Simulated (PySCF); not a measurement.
P₂, SMILES P#P. Geometry: B3LYP-D3(BJ)/def2-TZVPD.

PySCF with TDDFT-M06-2X/def2-TZVPD puts the lowest singlet excitations at 3.08, 3.90, 3.90, 4.06, 4.06, 6.23 eV.

Problem. What are the lowest excitation roots from ADC(2)/aug-cc-pVDZ (PySCF 2.14.0)? (The exact figures need the calculation; the answer reports its results.)

Solution. 4.25, 4.53, 4.53, 4.67, 4.67, 6.77 eV. S1 differs by 1.17 eV (second minus first; roots are paired by order, and the bases may differ).
